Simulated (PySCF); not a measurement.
**Relaxation of singlet AlCl₂⁺**

These are results of PySCF, PBE0, basis Al def2-TZVP, Cl def2-TZVP (no relativity, density fitting), not measurements. A (50,194) grid was used.

A hand-made linear start, of D∞h symmetry, held to at least that symmetry:

Coordinates in bohr (charge 1 multiplicity 1):
```
Al    0.0000    0.0000    0.0000
Cl    0.0000    0.0000    4.1668
Cl    0.0000    0.0000   -4.1668
```

Optimiser trace:
```
step  E − E(last) (kJ/mol)  largest gradient (Eh/bohr)
   0                 74.15                     0.06115
   1                  6.94                     0.02344
   2                  2.45                     0.01592
   3                  0.03                     0.00180
   4                  0.00                     0.00012
   5                  0.00                     0.00000
```

It ends at D∞h with Al–Cl 1.996 Å (×2); Cl–Al–Cl 180.0°. A frequency run shows a minimum. Other isomers or separated fragments may lie lower.

Final geometry:
Z-matrix (Å, degrees; charge 1 multiplicity 1):
```
Al
Cl 1 1.9965
Cl 1 1.9965 2 180.00
```
